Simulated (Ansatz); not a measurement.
Input file:

```yaml
crystal:
  periodic: [false, false, false]
  atoms:
    - {symbol: Al, position_ang: [0.002338, -0.164460, 2.242320]}
    - {symbol: C, position_ang: [0.001472, -0.093665, 0.300032]}
    - {symbol: O, position_ang: [0.049471, -0.250448, -1.030229]}
    - {symbol: H, position_ang: [-0.053281, 0.508573, -1.512123]}
basis:
  gaussian: {orbitals: cc-pVDZ}
magnetization: {spin_polarized: true, initial_magnetization: 2}
correlation: {method: mp2, electrons: outside_noble_gas}
scf: {lower_state_search: off}
output: {forces: true}
```

```sh
$ ansatz run in.yaml --threads 1 --pin off --events-out ev --progress --plain --max-ram 2393MiB
```

Output:

```
these checks for a lower state are left out or cut short: starts, cluster_reference, orbital_swaps, neighbouring_geometries, increment
486 factors; integrals over basis functions are off by at most 1.3e-3 eV
mean field evaluation 1: about -9662.0447 eV, gradient 1.6e1 eV
mean field evaluation 2: about -9662.0483 eV, gradient 1.6e1 eV
mean field evaluation 4: about -9663.5790 eV, gradient 2.8e0 eV
mean field evaluation 8: about -9663.7016 eV, gradient 2.3e-1 eV
mean field -9663.70594578 eV, -355.1346432121 hartree, gradient 3.0e-6 eV, S^2 2.061948; 0 other end points of the search recorded, 0 dependent functions left out
7 core orbitals not correlated: weight in the atoms' cores, before any rotation towards them, 1.000 or more for the frozen orbitals, at most 0.000 for the correlated occupied ones
reference -9663.70594578 eV, -355.1346432121 hartree; 8, 6 occupied and 36, 38 virtual orbitals, 486 factors
second order -8.56051963 eV of doubles, -0.00000000 eV of singles
the calculation of the forces begins
mean field evaluation 16: about -9663.7059 eV, gradient 3.0e-6 eV
Total energy: -9672.26646541 eV, -355.4492365061 hartree
Atom 0 at     0.002338    -0.164460     2.242320 Å, force    -0.032013     0.115252     0.260522 eV/Å
Atom 1 at     0.001472    -0.093665     0.300032 Å, force     0.072815    -0.133456    -1.241924 eV/Å
Atom 2 at     0.049471    -0.250448    -1.030229 Å, force     0.480311    -3.756377     2.887809 eV/Å
Atom 3 at    -0.053281     0.508573    -1.512123 Å, force    -0.521112     3.774581    -1.906407 eV/Å
Dipole moment:    -0.026707     0.245257    -0.448381 e Å
Checks for a lower state left out: starts, cluster_reference, orbital_swaps, neighbouring_geometries, increment
```

Forces (eV/Å):
```
Al  -0.032  0.115  0.261
C    0.073 -0.133 -1.242
O    0.480 -3.756  2.888
H   -0.521  3.775 -1.906
```

Ran on 1 thread of AMD EPYC 9R45, shared host: 0.36 s wall, 0.17 GiB peak host memory.
